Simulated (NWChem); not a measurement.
**Correlation energy of formaldehyde (CH$_{2}$O)**

```
C
O 1 1.1961
H 1 1.1199 2 122.51
H 1 1.1199 3 114.98 2 180.00
```
Charge 0, spin multiplicity 1.

All runs are NWChem calculations. All single points use one geometry, from PBE0/def2-SVP, a minimum by its harmonic frequencies.

Basis set: def2-SVP. Each correlation energy counts from its own Hartree-Fock reference.

The correlated methods keep 2 core orbitals frozen. Coupled-cluster values serve here as a point of comparison, not as the truth.

Problem. For the correlation energy, SCS-MP2 gives -311.4 mHa and CR-CCSD[T] gives -340.3 mHa. What do MP2, CCSD+T(CCSD), CR-CCSD(T) give?

Solution. MP2: -315.9 mHa; CCSD+T(CCSD): -342.3 mHa; CR-CCSD(T): -339.5 mHa.
